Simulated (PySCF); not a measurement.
Species: butanal, C4H8O.
SMILES with atom numbers: `[CH3:1][CH2:2][CH2:3][CH:4]=[O:5]` (hydrogens: H6, H7, H8 on C1; H9, H10 on C2; H11, H12 on C3; H13 on C4)

The same species was optimised twice, with GFN2-xTB and with PBE0-D3(BJ)/def2-SVP (PySCF), and the same property calculations (PySCF, gas phase) were run on both structures.

```json
{"coordinate": "C1–H8 (Å)", "GFN2-xTB": "1.088", "PBE0-D3(BJ)/def2-SVP": "1.102", "change": "+0.014"}
{"coordinate": "C1–H7 (Å)", "GFN2-xTB": "1.088", "PBE0-D3(BJ)/def2-SVP": "1.102", "change": "+0.014"}
{"coordinate": "C1–H6 (Å)", "GFN2-xTB": "1.087", "PBE0-D3(BJ)/def2-SVP": "1.100", "change": "+0.013"}
{"coordinate": "C3–H11 (Å)", "GFN2-xTB": "1.094", "PBE0-D3(BJ)/def2-SVP": "1.107", "change": "+0.013"}
{"coordinate": "C3–H12 (Å)", "GFN2-xTB": "1.094", "PBE0-D3(BJ)/def2-SVP": "1.107", "change": "+0.013"}
{"coordinate": "C4–H13 (Å)", "GFN2-xTB": "1.110", "PBE0-D3(BJ)/def2-SVP": "1.123", "change": "+0.013"}
{"coordinate": "C2–H9 (Å)", "GFN2-xTB": "1.091", "PBE0-D3(BJ)/def2-SVP": "1.102", "change": "+0.011"}
{"coordinate": "C2–H10 (Å)", "GFN2-xTB": "1.091", "PBE0-D3(BJ)/def2-SVP": "1.102", "change": "+0.011"}
{"coordinate": "C2–C3 (Å)", "GFN2-xTB": "1.526", "PBE0-D3(BJ)/def2-SVP": "1.517", "change": "-0.009"}
{"coordinate": "C4=O5 (Å)", "GFN2-xTB": "1.198", "PBE0-D3(BJ)/def2-SVP": "1.202", "change": "+0.004"}
{"coordinate": "C1–C2 (Å)", "GFN2-xTB": "1.522", "PBE0-D3(BJ)/def2-SVP": "1.519", "change": "-0.003"}
{"coordinate": "C3–C4 (Å)", "GFN2-xTB": "1.499", "PBE0-D3(BJ)/def2-SVP": "1.501", "change": "+0.002"}
{"coordinate": "H11–C3–H12 (°)", "GFN2-xTB": "106.7", "PBE0-D3(BJ)/def2-SVP": "104.1", "change": "-2.6"}
{"coordinate": "H9–C2–H10 (°)", "GFN2-xTB": "107.4", "PBE0-D3(BJ)/def2-SVP": "105.1", "change": "-2.3"}
{"coordinate": "C2–C3–C4 (°)", "GFN2-xTB": "112.8", "PBE0-D3(BJ)/def2-SVP": "114.5", "change": "+1.7"}
{"coordinate": "C3–C4–H13 (°)", "GFN2-xTB": "113.2", "PBE0-D3(BJ)/def2-SVP": "114.7", "change": "+1.5"}
{"coordinate": "C1–C2–C3 (°)", "GFN2-xTB": "111.8", "PBE0-D3(BJ)/def2-SVP": "113.1", "change": "+1.3"}
{"coordinate": "C3–C4–O5 (°)", "GFN2-xTB": "125.9", "PBE0-D3(BJ)/def2-SVP": "124.7", "change": "-1.2"}
{"coordinate": "H7–C1–H8 (°)", "GFN2-xTB": "108.3", "PBE0-D3(BJ)/def2-SVP": "107.3", "change": "-1.0"}
{"coordinate": "C2–C3–H12 (°)", "GFN2-xTB": "110.8", "PBE0-D3(BJ)/def2-SVP": "111.8", "change": "+1.0"}
{"coordinate": "C1–C2–C3–C4 (°)", "GFN2-xTB": "180", "PBE0-D3(BJ)/def2-SVP": "179", "change": "-1"}
{"coordinate": "C2–C3–C4–O5 (°)", "GFN2-xTB": "0", "PBE0-D3(BJ)/def2-SVP": "-1", "change": "-1"}
```

Rotational constants: A = 15125, B = 2593, C = 2308 MHz (GFN2-xTB) against A = 15138, B = 2566, C = 2287 MHz (PBE0-D3(BJ)/def2-SVP).

On the GFN2-xTB structure: HOMO (eV) -7.39 [PBE0/pcSseg-1]; LUMO (eV) -0.49 [PBE0/pcSseg-1]; dipole (D) 2.64 [PBE0/pcSseg-1]; GIAO shielding of C1 (ppm) 171.4 [PBE0/pcSseg-1]; GIAO shielding of C2 (ppm) 167.9 [PBE0/pcSseg-1]; GIAO shielding of C3 (ppm) 134.0 [PBE0/pcSseg-1]; GIAO shielding of C4 (ppm) -19.0 [PBE0/pcSseg-1]; GIAO shielding of O5 (ppm) -356.7 [PBE0/pcSseg-1].

Question: What do these properties become on the PBE0-D3(BJ)/def2-SVP structure?

Answer: 
```csv
property,level,on GFN2-xTB,on PBE0-D3(BJ)/def2-SVP,change
HOMO (eV),PBE0/pcSseg-1,-7.39,-7.40,-0.01
LUMO (eV),PBE0/pcSseg-1,-0.49,-0.51,-0.02
dipole (D),PBE0/pcSseg-1,2.64,2.65,+0.01
"energy, GFN2-xTB geometry as zero (kcal/mol)",PBE0/pcSseg-1,0.0,-0.5,-0.5
GIAO shielding of C1 (ppm),PBE0/pcSseg-1,171.4,169.4,-2.0
GIAO shielding of C2 (ppm),PBE0/pcSseg-1,167.9,167.4,-0.5
GIAO shielding of C3 (ppm),PBE0/pcSseg-1,134.0,133.4,-0.6
GIAO shielding of C4 (ppm),PBE0/pcSseg-1,-19.0,-19.5,-0.5
GIAO shielding of O5 (ppm),PBE0/pcSseg-1,-356.7,-361.0,-4.3
```

The heavy atoms differ by 0.014 Å rms after alignment. Among all bonds C1–H6, C1–H7, C1–H8, C3–H11, C3–H12 and C4–H13 change most and about equally (+0.013 to +0.014 Å). Changes are differences of the printed values. Neither structure is proved a minimum here.

Shape of the structure used: `[CH3:1][CH2:2][CH2:3][CH:4]=[O:5]`: C1–C2–C3–C4 179°, C2–C3–C4–O5 -1°.
